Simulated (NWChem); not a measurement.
Molecule: methylamine (CH5N); SMILES CN

Program: NWChem. Coordinates come from a PBE0/def2-SVP optimisation. Level: M05-2X/def2-SVP with SMD (1 M gas to 1 M solution), gas-phase geometry.

```
solvent        dielectric constant  solvation free energy (kcal/mol)  cavity-dispersion-structure term (kcal/mol)  dipole in solution (D)
-------------  -------------------  --------------------------------  -------------------------------------------  ----------------------
water                         78.4                              -3.4                                          1.0                    1.67
ethyl acetate                 5.99                              -2.9                                          0.7                    1.62
1-propanol                    20.5                              -3.7                                          0.5                    1.66
cyclohexane                   2.02                              -1.5                                          0.6                    1.52
acetone                       20.5                              -3.5                                          0.7                    1.66
chlorobenzene                 5.70                              -2.9                                          0.6                    1.62
```
